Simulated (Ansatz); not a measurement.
Process, species as SMILES: F[B]F → B atom + 2 F atom
B3LYP-D3(BJ)/def2-TZVP geometries, fixed; electronic energies without zero-point terms.
Largest species:
```xyz
3

B     -0.0027     0.5023    -0.0114
F      1.1429    -0.1332     0.0106
F     -1.1414    -0.1458    -0.0043
```
Charge 0, spin multiplicity 2.

Effect of the final integration grid (spheres per factor e of radius in core and valence, angular degree) at PBE/aug-cc-pVQZ with Ansatz (a program for electronic structure), against the last row, where the atomisation energy is 310.55 kcal/mol. Open shells are unrestricted. The default's grid is 13, 11, 36.

```json
[
 {"setting": "accuracy: medium (default)", "largest shift of a total energy (mEh)": "0.000", "shift of the atomisation energy (kcal/mol)": "0.000"},
 {"setting": "final_grid: 4, 3, 11", "largest shift of a total energy (mEh)": "-0.513", "shift of the atomisation energy (kcal/mol)": "0.164"},
 {"setting": "final_grid: 6, 5, 17", "largest shift of a total energy (mEh)": "-0.006", "shift of the atomisation energy (kcal/mol)": "0.005"},
 {"setting": "final_grid: 8, 7, 23", "largest shift of a total energy (mEh)": "0.005", "shift of the atomisation energy (kcal/mol)": "-0.004"},
 {"setting": "final_grid: 10, 9, 29", "largest shift of a total energy (mEh)": "-0.002", "shift of the atomisation energy (kcal/mol)": "0.001"},
 {"setting": "final_grid: 18, 15, 47", "largest shift of a total energy (mEh)": "0.000", "shift of the atomisation energy (kcal/mol)": "0.000"},
 {"setting": "final_grid: 26, 22, 59", "largest shift of a total energy (mEh)": "0.000", "shift of the atomisation energy (kcal/mol)": "0.000"}
]
```

Within 0.02 kcal/mol in the atomisation energy: accuracy: medium (default); final_grid: 6, 5, 17; final_grid: 8, 7, 23; final_grid: 10, 9, 29; final_grid: 18, 15, 47. The largest shift is 0.513 mEh in a total energy and 0.164 kcal/mol in the difference.
